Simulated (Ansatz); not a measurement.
## B–BH–F, triplet: reading a ladder of total energies

Geometry: displaced at random from a stationary point.

```xyz
4

B     0.0832   -0.2753    1.6104
B    -0.0817    0.4636    0.1613
F    -0.0050   -0.1910   -1.0198
H     0.0781    1.5802    0.2187
```

Basis cc-pVDZ; Ansatz 0.2.0. Correlated methods freeze the noble-gas cores, which leaves 14 electrons in 44 orbitals. R marks a restricted (for open shells ROHF) determinant, U an unrestricted one.

Full CI isn't at hand for all of this; UCCSDT(Q) serves as the reference, and is uncertain by about the last step of the cluster series.

Runs differ by some tens of microhartree through their thresholds and, for an open shell, their frozen cores, so steps under 0.03 kcal/mol mean nothing.

```
    level  total energy (hartree)
      UHF             -149.304006
     UMP2             -149.603218
    UCCSD             -149.629566
 UCCSD(T)             -149.637237
   UCCSDT             -149.638463
UCCSDT(Q)             -149.639112
```

**Question.** What is the correlation energy at UCCSDT(Q), and what share of it do UMP2 and UCCSD recover?

**Answer.** E(corr) = -149.639112 − (-149.304006) = -0.335106 hartree = -9.119 eV. UMP2: -0.299212 / -0.335106 = 89.29 %. UCCSD: -0.325560 / -0.335106 = 97.15 %.

**Question.** By how many kcal/mol does UCCSD(T) miss UCCSDT(Q) (1 hartree = 627.509 kcal/mol), and which steps make up the rest?

**Answer.** -149.637237 − (-149.639112) = 0.001875 hartree = 1.18 kcal/mol. Steps: UCCSDT − UCCSD(T) = -0.77, UCCSDT(Q) − UCCSDT = -0.41 kcal/mol. Differences between like states or geometries often cancel part of this.
